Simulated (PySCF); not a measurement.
These are PBE-D3(BJ)/def2-TZVP // B3LYP-D3(BJ)/def2-TZVP (PySCF) values and carry that method's errors. Gas-phase values, no solvent. Excitations are Tamm–Dancoff values on a coarser integration grid. The basis has no diffuse functions, so Rydberg states are missing or too high.

Reference species (SMILES): `[F][Al]([F])[F]` (neutral, multiplicity 1).

The LUMO comes out as -2.42 eV. The S1 excitation (TDA) comes out as 7.28 eV and the HOMO–LUMO gap is 7.20 eV. The S1 oscillator strength comes out as 0.000.

After one change: the LUMO rises by 0.03 eV; the S1 excitation (TDA) falls by 1.94 eV; the HOMO–LUMO gap drops by 1.99 eV; the S1 oscillator strength hardly moves.

Q: Which change was made? The new species is one of these.
A) `[F][Al]([F])[Br]`
B) `[F][Al]([Br])[Br]`
C) `[Br][Al]([Br])[Br]`

A: B, `[F][Al]([Br])[Br]`
